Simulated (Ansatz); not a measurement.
Basis-set extrapolation for C$_{3}$H$_{6}$O (`C/C=C/O`) (PBE0-D4/def2-TZVP geometry, frozen core, Ansatz). Multiplicity 1, RHF reference.

```
                      def2-TZVPP   def2-QZVPP
                 HF  -192.012755  -192.021789
    MP2 correlation    -0.741461    -0.792905
CCSD(T) correlation    -0.803734      not run
```

Energies in hartree. Use E(X) = E(∞) + A·exp(−7.88·√X) for Hartree–Fock and E(X) = E(∞) + B·X^(−2.97) for correlation, with X = 3 and 4, and add CCSD(T) minus MP2 of the smaller set to the MP2 limit.

Q: What is the CCSD(T) energy at the basis-set limit?

A: HF limit: -192.021789 + (-0.009034) × 0.13774 = -192.02303. MP2 limit: -0.792905 + (-0.051444) × 0.74074 = -0.83101. Higher-order term: -0.803734 − (-0.741461) = -0.06227. Total: -192.91631 hartree, 262.1 kJ/mol below CCSD(T)/def2-TZVPP.
